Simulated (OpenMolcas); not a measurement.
# A workflow on [PH2]− (phosphanide)

Wanted: the energy (UHF/3-21G), then the energy (CASSCF(2,2)/3-21G), then the energy (CASPT2(2,2)/3-21G), then the energy (SC-NEVPT2(2,2)/3-21G), then the energy (MRCI(2,2)/3-21G) of [PH2]− (phosphanide). 

The results are computed with OpenMolcas 26.06.

## (1) The molecule

[PH2]−: 3 atoms, total charge -1, spin state singlet. As SMILES, `[PH2-]`. The P1–H2 distance was set to 3.363 Å, away from the relaxed value. At this shape a bond of the SMILES string is far longer than usual.

Bond lengths: P1–H3 1.345 Å.

## (2) The energy at UHF/3-21G (run 1)

Input file step1.inp:

```
&GATEWAY
  BasLib=$CurrDir
  BasisSet
  P.3-21G....
  P1 1.088916 -2.219282 0.364930 angstrom
  End of Basis
  BasisSet
  H.3-21G....
  H2 0.105590 0.990220 0.165130 angstrom
  H3 -0.014504 -2.622352 -0.290300 angstrom
  End of Basis

&SEWARD

&SCF
  UHF
  Charge=-1
  Scramble=0.25
  PrOrbitals=1 1
```

The basis set 3-21G is read from a file made from the Basis Set Exchange's data (not shown).

Started as:

```sh
$ export MOLCAS_MEM=1860
$ pymolcas step1.inp > step1.log
```

What it wrote:

```text
--- Start Module: gateway ---
[...]
--- Stop Module: gateway /rc=_RC_ALL_IS_WELL_ ---
--- Start Module: seward ---
[...]
      Basis functions           17
--- Stop Module: seward /rc=_RC_ALL_IS_WELL_ ---
--- Start Module: scf ---
[...]
       Convergence after  31 Iterations
[...]
::    Total SCF energy                               -340.0193661227
[...]
      Total spin, S                                     0.6013705684
[...]
      Total electronic charge=   18.000000
      Total            charge=   -1.000000
[...]
      Dipole Moment (debye):
      Origin of the operator (angstrom)=    1.0252   -2.1335    0.3388
                   X= -6.5471E-01               Y= -9.5431E-02               Z= -3.7328E-01           Total=  7.5966E-01
      Center of Charge (angstrom)
[...]
--- Stop Module: scf /rc=_RC_ALL_IS_WELL_ ---
[...]
```

Wall time 2.1 s (1 thread of Arm Neoverse V1, shared host); peak memory 0.37 GiB.

## (3) A single-point energy at CASSCF(2,2)/3-21G (run 2)

Input file step2.input:

```
>>> EXPORT MOLCAS_PRINT=2
&GATEWAY
BasLib = $CurrDir
BasisSet
P.3-21G....
P1 1.088916 -2.219282 0.364930 angstrom
End of Basis
BasisSet
H.3-21G....
H2 0.105590 0.990220 0.165130 angstrom
H3 -0.014504 -2.622352 -0.290300 angstrom
End of Basis
&SEWARD
&RASSCF
FileOrb = $CurrDir/step1.UnaOrb
Spin = 1
Nactel = 2 0 0
Inactive = 8
Ras2 = 2
OrbListing = Nothing
OrbAppear = Compact
```

The basis set 3-21G is read from a file made from the Basis Set Exchange's data (not shown).

Started as:

```sh
$ export MOLCAS_MEM=1860
$ pymolcas step2.input > step2.log
```

What it wrote:

```text
--- Start Module: gateway ---
[...]
--- Stop Module: gateway /rc=_RC_ALL_IS_WELL_ ---
--- Start Module: seward ---
[...]
      Basis functions           17
--- Stop Module: seward /rc=_RC_ALL_IS_WELL_ ---
--- Start Module: rasscf ---
[...]
      Number of active orbitals                  2
[...]
      Spin quantum number                      0.0
[...]
      Active orbitals                            2
[...]
      Number of CSFs                             3
[...]
      Number of root(s) required                 1
[...]
      Convergence after 19 iterations
[...]
      printout of CI-coefficients larger than  0.05 for root  1
      energy=    -340.023481
      conf/sym  11     Coeff  Weight
             1  20  -0.83861 0.70326
             3  02   0.54473 0.29674
      Natural orbitals and occupation numbers for root  1
      sym 1:   1.406529   0.593471
      ************************************************************************************************************************
      *                                                    Final results                                                     *
[...]
::    RASSCF root number  1 Total energy:   -340.02348052
[...]
      Total electronic charge=   18.000000
      Total            charge=   -1.000000
[...]
      Dipole Moment (debye):
      Origin of the operator (angstrom)=    1.0252   -2.1335    0.3388
                   X= -5.1218E-01               Y= -5.7483E-01               Z= -3.4588E-01           Total=  8.4403E-01
      Center of Charge (angstrom)
[...]
--- Stop Module: rasscf /rc=_RC_ALL_IS_WELL_ ---
[...]
```

Wall time 1.8 s (1 thread of Arm Neoverse V1, shared host); peak memory 0.37 GiB.

## (4) The energy at CASPT2(2,2)/3-21G (run 3)

Input file step3.input:

```
>>> EXPORT MOLCAS_PRINT=2

&GATEWAY
 BasLib=$CurrDir
 BasisSet
 P.3-21G....
 P1 1.088916 -2.219282 0.364930 angstrom
 End of Basis
 BasisSet
 H.3-21G....
 H2 0.105590 0.990220 0.165130 angstrom
 H3 -0.014504 -2.622352 -0.290300 angstrom
 End of Basis

&SEWARD

&RASSCF
 FileOrb=$CurrDir/step2.RasOrb
 Spin=1
 Nactel=2 0 0
 Inactive=8
 Ras2=2
 OrbListing=Nothing
 OrbAppear=Compact

&CASPT2
 Imaginary=0.1
 Frozen=5
```

The basis set 3-21G is read from a file made from the Basis Set Exchange's data (not shown).

Started as:

```sh
$ export MOLCAS_MEM=1860
$ pymolcas step3.input > step3.log
```

What it wrote:

```text
--- Start Module: gateway ---
[...]
--- Stop Module: gateway /rc=_RC_ALL_IS_WELL_ ---
[...]
      Basis functions           17
[...]
--- Start Module: rasscf ---
[...]
      Number of active orbitals                  2
[...]
      Spin quantum number                      0.0
[...]
      Active orbitals                            2
[...]
      Number of CSFs                             3
[...]
      Number of root(s) required                 1
[...]
      Convergence after  4 iterations
[...]
      printout of CI-coefficients larger than  0.05 for root  1
      energy=    -340.023481
      conf/sym  11     Coeff  Weight
             1  20  -0.83861 0.70327
             3  02   0.54473 0.29673
      Natural orbitals and occupation numbers for root  1
      sym 1:   1.406533   0.593467
      ************************************************************************************************************************
      *                                                    Final results                                                     *
[...]
::    RASSCF root number  1 Total energy:   -340.02348052
[...]
      Total electronic charge=   18.000000
      Total            charge=   -1.000000
[...]
      Dipole Moment (debye):
      Origin of the operator (angstrom)=    1.0252   -2.1335    0.3388
                   X= -5.1215E-01               Y= -5.7488E-01               Z= -3.4586E-01           Total=  8.4404E-01
      Center of Charge (angstrom)
[...]
--- Stop Module: rasscf /rc=_RC_ALL_IS_WELL_ ---
--- Start Module: caspt2 ---
[...]
 ###    WARNING: User changed nr of frozen orbitals.                         ###
 ###############################################################################
[...]
      E2 (Variational):          -0.0408373536
      Total energy:            -340.0643178786
[...]
      Reference weight:           0.97938
[...]
::    CASPT2 Root  1     Total energy:   -340.06431788
[...]
--- Stop Module: caspt2 /rc=_RC_ALL_IS_WELL_ ---
[...]
```

It took 1.6 s on 1 thread of Arm Neoverse V1, shared host; peak memory 0.37 GiB.

## (5) The energy at SC-NEVPT2(2,2)/3-21G (run 4)

Input file step4.input:

```
>>> EXPORT MOLCAS_PRINT=2
&GATEWAY
BasLib=$CurrDir
BasisSet
P.3-21G....
P1 1.088916 -2.219282 0.364930 angstrom
End of Basis
BasisSet
H.3-21G....
H2 0.105590 0.990220 0.165130 angstrom
H3 -0.014504 -2.622352 -0.290300 angstrom
End of Basis
&SEWARD
&RASSCF
FileOrb=$CurrDir/step2.RasOrb
Spin=1
Nactel=2 0 0
Inactive=8
Ras2=2
OrbListing=Nothing
OrbAppear=Compact
&CASPT2
SC-NEVPT2
Frozen=5
```

The basis set 3-21G is read from a file made from the Basis Set Exchange's data (not shown).

Started as:

```sh
$ export MOLCAS_MEM=1860
$ pymolcas step4.input > step4.log
```

What it wrote:

```text
--- Start Module: gateway ---
[...]
--- Stop Module: gateway /rc=_RC_ALL_IS_WELL_ ---
[...]
      Basis functions           17
[...]
--- Start Module: rasscf ---
[...]
      Number of active orbitals                  2
[...]
      Spin quantum number                      0.0
[...]
      Active orbitals                            2
[...]
      Number of CSFs                             3
[...]
      Number of root(s) required                 1
[...]
      Convergence after  4 iterations
[...]
      printout of CI-coefficients larger than  0.05 for root  1
      energy=    -340.023481
      conf/sym  11     Coeff  Weight
             1  20  -0.83861 0.70327
             3  02   0.54473 0.29673
      Natural orbitals and occupation numbers for root  1
      sym 1:   1.406533   0.593467
      ************************************************************************************************************************
      *                                                    Final results                                                     *
[...]
::    RASSCF root number  1 Total energy:   -340.02348052
[...]
      Total electronic charge=   18.000000
      Total            charge=   -1.000000
[...]
      Dipole Moment (debye):
      Origin of the operator (angstrom)=    1.0252   -2.1335    0.3388
                   X= -5.1215E-01               Y= -5.7488E-01               Z= -3.4586E-01           Total=  8.4404E-01
      Center of Charge (angstrom)
[...]
--- Stop Module: rasscf /rc=_RC_ALL_IS_WELL_ ---
--- Start Module: caspt2 ---
[...]
 ###    WARNING: User changed nr of frozen orbitals.                         ###
 ###############################################################################
[...]
      E2 (Variational):          -0.0404085271
[...]
      E2 (Variational):          -0.0404016308
      Total energy:            -340.0638821558
[...]
      Reference weight:           0.98004
[...]
::    SC-NEVPT2 Root  1     Total energy:   -340.06388216
[...]
--- Stop Module: caspt2 /rc=_RC_ALL_IS_WELL_ ---
[...]
```

Wall time 1.6 s (1 thread of Arm Neoverse V1, shared host); peak memory 0.37 GiB.

## (6) A single-point energy at MRCI(2,2)/3-21G (run 5)

Input file step5.inp:

```
>>> EXPORT MOLCAS_PRINT=2

&GATEWAY
 BasLib=$CurrDir
 BasisSet
 P.3-21G....
 P1 1.088916 -2.219282 0.364930 angstrom
 End of Basis
 BasisSet
 H.3-21G....
 H2 0.105590 0.990220 0.165130 angstrom
 H3 -0.014504 -2.622352 -0.290300 angstrom
 End of Basis

&SEWARD

&RASSCF
 FileOrb=$CurrDir/step2.RasOrb
 Spin=1
 Nactel=2 0 0
 Inactive=8
 Ras2=2
 OrbListing=Nothing
 OrbAppear=Compact

&MOTRA
 LumOrb
 Frozen=5

&GUGA
 Electrons=8
 Spin=1
 Inactive=3
 Active=2
 CIAll=1

&MRCI
 SDCI
```

The basis set 3-21G is read from a file made from the Basis Set Exchange's data (not shown).

Started as:

```sh
$ export MOLCAS_MEM=1860
$ pymolcas step5.inp > step5.log
```

What it wrote:

```text
--- Start Module: gateway ---
[...]
--- Stop Module: gateway /rc=_RC_ALL_IS_WELL_ ---
[...]
      Basis functions           17
[...]
      Number of active orbitals                  2
[...]
      Spin quantum number                      0.0
[...]
      Active orbitals                            2
[...]
      Number of CSFs                             3
[...]
      Number of root(s) required                 1
[...]
      Convergence after  4 iterations
[...]
      printout of CI-coefficients larger than  0.05 for root  1
      energy=    -340.023481
      conf/sym  11     Coeff  Weight
             1  20  -0.83861 0.70327
             3  02   0.54473 0.29673
      Natural orbitals and occupation numbers for root  1
      sym 1:   1.406533   0.593467
      ************************************************************************************************************************
      *                                                    Final results                                                     *
[...]
::    RASSCF root number  1 Total energy:   -340.02348052
[...]
      Dipole Moment (debye):
      Origin of the operator (angstrom)=    1.0252   -2.1335    0.3388
                   X= -5.1215E-01               Y= -5.7488E-01               Z= -3.4586E-01           Total=  8.4404E-01
      Center of Charge (angstrom)
[...]
      *** WARNING: Default frozen orbitals is overwritten by user input.
      *** Default values:   5
[...]
--- Start Module: guga ---
[...]
--- Stop Module: guga /rc=_RC_ALL_IS_WELL_ ---
--- Start Module: mrci ---
[...]
       (But an ACPF correction will be computed)
       USE THE DEFAULT ACPF G-VALUE GFAC=  0.25000000000000000
[...]
                      CI ENERGY:  -340.07454390
[...]
                ACPF CORRECTION:    -0.00131141
[...]
      Total electronic charge=   18.000000
      Total            charge=   -1.000000
[...]
     ACPF CORRECTION:     -0.00131141
[...]
  CI State   1     Total energy:   -340.07454390     QDav:     -0.00176365     QACPF:     -0.00131141
[...]
--- Stop Module: mrci /rc=_RC_ALL_IS_WELL_ ---
[...]
```

Wall time 1.7 s (1 thread of Arm Neoverse V1, shared host); peak memory 0.37 GiB.

## (7) Results

| quantity | value |
| --- | --- |
| run 1, UHF/3-21G: total energy | -340.01937 Eh |
| run 1, UHF/3-21G: HOMO energy | -0.01 eV |
| run 1, UHF/3-21G: LUMO energy | 7.24 eV |
| run 1, UHF/3-21G: HOMO–LUMO gap (to an unbound level, set by the basis) | 7.25 eV |
| run 1, UHF/3-21G: ⟨S²⟩ | 0.963 |
| run 2, CASSCF(2,2)/3-21G: total energy | -340.02348 Eh |
| run 3, CASPT2(2,2)/3-21G: total energy | -340.06432 Eh |
| run 4, SC-NEVPT2(2,2)/3-21G: total energy | -340.06388 Eh |
| run 5, MRCI(2,2)/3-21G: total energy | -340.07454 Eh |

What this shows: ⟨S²⟩ (run 1, UHF/3-21G) is 0.96 where a pure singlet has 0.00: the reference is spin-contaminated. Mulliken charges (run 1, UHF/3-21G) run from -0.76 on P1 to -0.02 on H2. Mulliken charges (run 3, CASPT2(2,2)/3-21G) of the CASSCF density run from -0.74 on P1 to -0.05 on H2.
